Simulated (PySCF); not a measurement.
Work out the structure from these simulated measurements.

Formula: C2H5F.

| Quantity | Value |
| --- | --- |
| XPS | C1s 291.1, C1s 293.2, F1s 692.4 eV [ΔSCF SCAN, pcX-2 on the ionised atom, pcseg-1 elsewhere, spin-free X2C] |
| 1H NMR | chemical shifts (computed TMS as zero) by class: 4.81 (2 H), 1.36 (3 H) ppm [GIAO PBE0/pcSseg-1] |
| Triplet | lowest triplet excitation (Tamm–Dancoff): 8.75 eV [TDA CAM-B3LYP/def2-SVPD] |
| Couplings | largest of the computed one-bond spin–spin couplings (means over like bonds): 19F–13C -223.0, 13C–1H +152.8 (×2), 13C–1H +133.2 (×3), 13C–13C +39.2 Hz [B3LYP/pcJ-1] |
| UV, strongest line | among the 8 lowest singlet transitions: S7 at 10.70 eV (116 nm, f = 0.134) [TDDFT CAM-B3LYP/def2-SVPD] |
| UV, first state | lowest singlet excitation: 9.03 eV (137 nm, f = 0.005) [TDDFT CAM-B3LYP/def2-SVPD] |
| 13C NMR | chemical shifts (computed TMS as zero) by class: 82.8 (1 C), 18.8 (1 C) ppm [GIAO PBE0/pcSseg-1] |
| Dipole | 1.97 D [CAM-B3LYP/def2-SVPD] |
| Rotational structure | rotational constants A, B, C: 36.845, 9.405, 8.276 GHz [GFN2-xTB] |

The electronic properties come from PySCF, for the isolated species, density fitting. Levels stand in brackets. Isolated species at its GFN2-xTB geometry, gas phase. Each NMR value is the plain mean over a class of atoms that symmetry, rotation or inversion makes alike.

Problem. What is the compound? Reason from the data.

Solution. Numbering: `[CH3:1][CH2:2][F:3]`. Its formula, C2H5F, gives 0 degrees of unsaturation, so no ring and no π bond. 2 carbons fall into 2 classes; from least to most shielded: sp3 C–F carbon [C2] (82.8 ppm), methyl carbon [C1] (18.8 ppm). Hydrogen classes from least to most shielded: 2 H on an sp3 C–F carbon, C2 (4.81 ppm), 3 H on a methyl carbon, C1 (1.36 ppm, a mean of values up to 0.7 ppm apart in this geometry). The couplings run between: -223.0 Hz, alkyl fluorine [F3] and sp3 C–F carbon [C2]; +152.8 Hz, sp3 C–F carbon [C2] and its hydrogen (with 1 like pair); +133.2 Hz, methyl carbon [C1] and its hydrogen (with 2 like pairs); +39.2 Hz, methyl carbon [C1] and sp3 C–F carbon [C2]. The core levels belong to: C1s 291.1 eV, methyl carbon [C1]; C1s 293.2 eV, sp3 C–F carbon [C2]; F1s 692.4 eV, alkyl fluorine [F3]. The optimised geometry has point group Cs and is an asymmetric top. Structure: `CCF` (C2H5F). The assignments are read from this structure; whether some other isomer fits the data as well wasn't checked.
